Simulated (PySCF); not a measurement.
Isomers of C4H7FO, mass 90.048 u with the commonest isotopes. Method used: PySCF 2.14.0, PBE0-D3(BJ)/def2-SVP geometry optimisation, gas phase. One conformer each, none proved a minimum here; rigid rotors.

**Question.** Order these by out-of-plane moment Σ m c² = (Ia + Ib − Ic)/2, smallest first.
A. `[CH3:1][O:2]/[CH:3]=[C:4](\[CH3:5])[F:6]` with C1–O2–C3–C4 146°
B. `[CH3:1][C@@H:2]([F:3])[C@@H:4]1[CH2:5][O:6]1` with C1–C2–C4–C5 149°
C. `[CH2:1]=[C:2]([CH2:3][F:4])[O:5][CH3:6]` with C1–C2–C3–F4 -1°, C1–C2–O5–C6 -2°

**Answer.** C (3.23 u·Å²), A (6.40 u·Å²), B (11.32 u·Å²).

**Question.** Order these by dipole moment, largest first.
A. `[CH3:1][O:2]/[CH:3]=[C:4](\[CH3:5])[F:6]` with C1–O2–C3–C4 146°
B. `[CH2:1]=[C:2]([CH2:3][F:4])[O:5][CH3:6]` with C1–C2–C3–F4 -1°, C1–C2–O5–C6 -2°
C. `[CH3:1][C@@H:2]([F:3])[C@@H:4]1[CH2:5][O:6]1` with C1–C2–C4–C5 149°

**Answer.** B (2.17 D), A (1.80 D), C (0.18 D).

**Question.** Order these by radius of gyration √(Σ m r²/M), largest first.
A. `[CH2:1]=[C:2]([CH2:3][F:4])[O:5][CH3:6]` with C1–C2–C3–F4 -1°, C1–C2–O5–C6 -2°
B. `[CH3:1][O:2]/[CH:3]=[C:4](\[CH3:5])[F:6]` with C1–O2–C3–C4 146°
C. `[CH3:1][C@@H:2]([F:3])[C@@H:4]1[CH2:5][O:6]1` with C1–C2–C4–C5 149°

**Answer.** B (1.860 Å), A (1.801 Å), C (1.686 Å).

```csv
SMILES,point group,Ia (u·Å²),Ib (u·Å²),Ic (u·Å²),κ,μa (D),μb (D),μc (D)
C=C(CF)OC,–,56.28,238.93,288.76,-0.90,2.13,0.43,0.05
C[C@@H](F)[C@@H]1CO1,C1,77.87,189.48,244.72,-0.73,0.14,0.12,0.01
CO/C=C(\C)F,C1,63.87,254.07,305.13,-0.89,1.67,0.28,0.61
```
